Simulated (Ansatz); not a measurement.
# SOF2: basis-set convergence

How large a basis does SOF2 need? Two functionals and correlated methods are run in growing sets.

The runs use Ansatz 0.2.0, Gaussian basis; one geometry, several basis sets.

The runs, in order: PBE0-D4/def2-SVP; ωB97M-V/def2-SVP; PBE0-D4/def2-QZVPP; ωB97M-V/def2-QZVPP; CCSD(T)/cc-pV(D+d)Z; CCSD(T)/cc-pV(T+d)Z; CCSD(T)/cc-pV(Q+d)Z; the functionals' def2-TZVPP values are taken from earlier runs.

## 1. The geometry

The geometry comes from an earlier relaxation with PBE0-D4 in a triple-zeta def2 set; it is a stationary point.

SMILES `O=S(F)F`, 4 atoms, charge 0, spin multiplicity 1.

Atoms are counted from 1 here; the program's logs count them from 0.

Bond lengths: O1–S2 1.419 Å, S2–F3 1.588 Å, S2–F4 1.588 Å. Angles: O1–S2–F3 106.5°, O1–S2–F4 106.5°, F3–S2–F4 93.0°.

## 2. PBE0-D4 in def2-SVP

Contents of in.yaml:

```yaml
crystal:
  periodic: [false, false, false]
  atoms:
    - {symbol: O, position_ang: [0.932398, 0.066621, -1.017848]}
    - {symbol: S, position_ang: [-0.151269, -0.426192, -0.245659]}
    - {symbol: F, position_ang: [-1.124430, 0.804198, 0.000357]}
    - {symbol: F, position_ang: [0.343312, -0.444627, 1.263140]}
basis:
  gaussian: {orbitals: def2-SVP}
hamiltonian: {xc: pbe0, dispersion: d4}
output: {orbitals: {seedname: orbitals}}
```

Started as:

```console
$ ansatz run in.yaml --threads 2 --pin off --events-out ev --progress --plain --max-ram 32768MiB --backend cpu
```

After this run come: ωB97M-V in def2-SVP; PBE0-D4 in def2-QZVPP; ωB97M-V in def2-QZVPP; CCSD(T) in cc-pV(D+d)Z; CCSD(T) in cc-pV(T+d)Z; CCSD(T) in cc-pV(Q+d)Z.

Q: Predict the results of all the runs planned. Wanted: MP2 correlation recovered, cc-pV(D+d)Z; MP2 correlation recovered, cc-pV(T+d)Z; MP2 correlation recovered, cc-pV(Q+d)Z; CCSD(T) limit from def2 sets; PBE0-D4: double and triple zeta above quadruple; ωB97M-V: double and triple zeta above quadruple.

The runs gave:

```
                                                                 quantity           value
                                   MP2 correlation recovered, cc-pV(D+d)Z          65.9 %
                                   MP2 correlation recovered, cc-pV(T+d)Z          86.6 %
                                   MP2 correlation recovered, cc-pV(Q+d)Z          94.4 %
CCSD(T) limit from def2 sets (earlier runs) less the limit of this series         -16 meV
                          PBE0-D4: double and triple zeta above quadruple  15.17, 0.82 eV
                          ωB97M-V: double and triple zeta above quadruple  15.33, 0.78 eV
```

In words: PBE0-D4 gains 14.35 eV from double to triple zeta, then 0.82 eV more. In cc-pV(D+d)Z MP2 holds 66 % of its limit, in cc-pV(Q+d)Z 94 %, while Hartree-Fock is within 0.253 eV in the largest set. A limit from the def2 sets, made apart, differs by 16 meV, a least measure of the doubt on such a limit. Total energies overstate the basis error of differences, where much of it tends to cancel. The LUMO of ωB97M-V is positive and keeps falling with the basis (1.58 to 1.00 eV): an unbound level that the basis holds in place.
